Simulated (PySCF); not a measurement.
**Simulated absorption spectrum**

Species: 2-cyanoacetamide, C3H4N2O.
SMILES: `C(CC(=O)N)#N`

The calculation used PySCF, TDDFT PBE0/def2-SVPD, vertical, gas phase, core orbitals frozen in the response. Isolated species at its GFN2-xTB geometry (one conformer only). Torsions of this conformer, `[N:1]#[C:2][CH2:3][C:4]([NH2:5])=[O:6]`: C2–C3–C4–N5 32°, H–N5–C4–C3 -179°, H–N5–C4–C3 -8°.

Computed states:

```
state  E (eV)       f
   S1    5.79  0.0011
   S2    7.19  0.0070
   S3    7.23   0.010
   S4    7.46   0.076
   S5    7.55   0.054
   S6    7.67   0.059
```

Each state is given a Gaussian of 0.5 eV full width at half maximum, with ε(max) = 2.175×10⁸ f / Δν̃ (Δν̃ the width in cm⁻¹). The width is an assumption, not a result. The curve ends short of the highest state used, and states not computed would add to its high-energy end.

Question: What does the envelope look like, and where are its maxima?

Answer: 
(E (eV), ε (L mol⁻¹ cm⁻¹)): (5.04, 0), (5.07, 0), (5.11, 0), (5.15, 1), (5.18, 1), (5.22, 2), (5.26, 3), (5.30, 4), (5.33, 6), (5.37, 8), (5.41, 12), (5.44, 15), (5.48, 20), (5.52, 26), (5.55, 31), (5.59, 38), (5.63, 44), (5.67, 50), (5.70, 53), (5.74, 56), (5.78, 58), (5.81, 57), (5.85, 55), (5.89, 51), (5.92, 47), (5.96, 41), (6.00, 35), (6.04, 28), (6.07, 24), (6.11, 18), (6.15, 13), (6.18, 10), (6.22, 7), (6.26, 5), (6.29, 4), (6.33, 2), (6.37, 2), (6.41, 2), (6.44, 2), (6.48, 3), (6.52, 5), (6.55, 8), (6.59, 14), (6.63, 24), (6.66, 36), (6.70, 60), (6.74, 95), (6.78, 148), (6.81, 203), (6.85, 301), (6.89, 437), (6.92, 570), (6.96, 796), (7.00, 1089), (7.03, 1361), (7.07, 1800)

Maxima: 214 nm (5.79 eV), ε about 58, made up of S1 (100%) (ε in L mol⁻¹ cm⁻¹; maxima over ε = 5, shares over 10%). At its high-energy end, 7.07 eV, the curve is still rising (ε about 1800, from S2, S3, S4 and S5).

Question: What would ε be at 5.79 eV, the highest of these maxima, with half the width (0.25 eV)?

Answer: About 115 L mol⁻¹ cm⁻¹ against 57.7, a factor of about 2.00; a lone state at its own centre would give exactly 2.

Question: Coming from long wavelengths, where does ε first pass 100 L mol⁻¹ cm⁻¹?

Answer: At about 184 nm (6.75 eV), 0.96 eV above S1.

Question: On this curve, what absorbance would a 10⁻⁴ mol/L sample give at 222 nm over a 1 cm path?

Answer: 222 nm is 5.585 eV, where ε is about 37 L mol⁻¹ cm⁻¹, so A = ε c l ≈ 0.0037 (Beer–Lambert, with the gas-phase spectrum and the assumed width).
